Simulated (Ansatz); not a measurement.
`CCN=C=CO`, relaxed with RKS PBE-D4/def2-SVP in Ansatz 0.2.0 from a rough embedded geometry. The force threshold is 0.03 eV/Å; the program also tests the step.

Total charge 0; spin multiplicity 1.

Start:

```xyz
13

C     1.933    1.332   -0.379
C     0.750    0.638    0.420
N    -0.056   -0.176   -0.497
C    -0.936   -0.723   -0.117
C    -1.964   -1.375    0.435
O    -2.772   -2.131   -0.403
H     1.500    1.954   -1.166
H     2.504    1.891    0.280
H     2.493    0.577   -0.841
H     0.122    1.433    0.882
H     1.156    0.019    1.211
H    -2.299   -1.349    1.441
H    -2.431   -2.089   -1.265
```

Task: By how much does the energy fall, and how many steps does the optimiser take? (An estimate is asked.)

Result: Ansatz gave: 2.88 eV, in 17 steps.

Task: Which bonds change most? (An estimate is asked.)

Result: The calculation gave: N3–C4 from 1.103 to 1.242 Å; C1–H8 from 1.036 to 1.108 Å; C1–H9 from 1.047 to 1.108 Å; C1–C2 from 1.587 to 1.528 Å.

Task: Give the relaxed structure. (Best estimate.)

Result: Computed: 
```xyz
13

C     1.704    1.243   -0.527
C     0.888    0.675    0.633
N     0.448   -0.690    0.328
C    -0.748   -1.022    0.345
C    -1.978   -1.533    0.325
O    -2.842   -1.569   -0.750
H     1.077    1.359   -1.434
H     2.117    2.237   -0.264
H     2.546    0.567   -0.779
H     0.032    1.344    0.885
H     1.533    0.605    1.536
H    -2.416   -1.958    1.241
H    -2.361   -1.258   -1.540
```
